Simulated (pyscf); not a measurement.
# Four-centre exchange: H₂B–O–BH₂ + hydrogen fluoride (HF) -> H₂B–F + H₂B–OH

Gas phase, singlet surface, charge 0. Bonds broken: B1–O2, F8–H9. Bonds formed: B1–F8, O2–H9. Single points on ωB97X-D3(BJ)/def2-SVP structures (PySCF, gas phase). MP2 and CC: frozen core, UHF for open shells. ΔMP2 is the change of the MP2 total energy from the triple- to the quadruple-zeta basis.

Transition state (Å):

```xyz
9

B     -1.8001    -0.1539    -0.1556
O     -0.3935     0.3594    -0.4722
B      0.8854     0.0241    -0.1675
H     -2.1392     0.0604     0.9821
H     -2.0673    -1.1854    -0.7213
H      1.7680     0.7062    -0.6299
H      1.0778    -0.9317     0.5450
F     -2.2855     1.0832    -1.0803
H     -1.1643     1.1486    -1.0819
```

One imaginary mode, 964i cm⁻¹; descent along it reached the two sides named, in the forms told below.

| bond | change | reactant side (Å) | saddle | product side |
|---|---|---|---|---|
| B1–O2 | breaks | 1.371 | 1.530 | 1.882 |
| F8–H9 | breaks | 0.933 | 1.123 | 2.379 |
| B1–F8 | forms | 2.336 | 1.619 | 1.366 |
| O2–H9 | forms | 2.493 | 1.260 | 0.968 |

Electronic energies relative to the separated reactants (eV):

```
level                             barrier  reaction energy  reverse barrier
--------------------------------  -------  ---------------  ---------------
ωB97X-D3(BJ)/def2-TZVP               0.32            -0.37             0.70
PBE/def2-TZVP                        0.21            -0.32             0.53
r²SCAN/def2-TZVP                     0.21            -0.35             0.56
B3LYP-D3(BJ)/def2-TZVP               0.38            -0.33             0.71
PBE0-D3(BJ)/def2-TZVP                0.26            -0.32             0.58
M06-2X/def2-TZVP                     0.28            -0.33             0.62
ωB97M-D3(BJ)/def2-TZVP               0.32            -0.38             0.69
HF/def2-TZVP                         0.94            -0.44             1.39
MP2/def2-QZVPP                       0.36            -0.31             0.67
CCSD/def2-TZVPP                      0.45            -0.38             0.82
CCSD(T)/def2-TZVPP                   0.35            -0.37             0.72
CCSD(T)/def2-TZVPP + ΔMP2(QZVPP)     0.40            -0.33             0.73
```

With CCSD(T)/def2-TZVPP + ΔMP2(QZVPP) energies and thermal terms (ideal gas, 1 atm, RRHO with modes under 100 cm⁻¹ raised to 100, one conformer, R ln 2 for rigid chiral ones), in eV:

```
T (K)   ΔH‡   ΔG‡     ΔH     ΔG
-----  ----  ----  -----  -----
298    0.38  0.81  -0.29  -0.35
600    0.36  1.26  -0.33  -0.39
900    0.36  1.71  -0.35  -0.42
1200   0.38  2.16  -0.37  -0.44
```

On the product side the descent ends in a complex, 0.25 eV under the separated species and 0.95 eV under the saddle at ωB97X-D3(BJ)/def2-TZVP. This is the saddle that the search found; another between the same sides may lie lower. The CCSD(T) − MP2 part came from Ansatz, without density fitting, on the same reference.
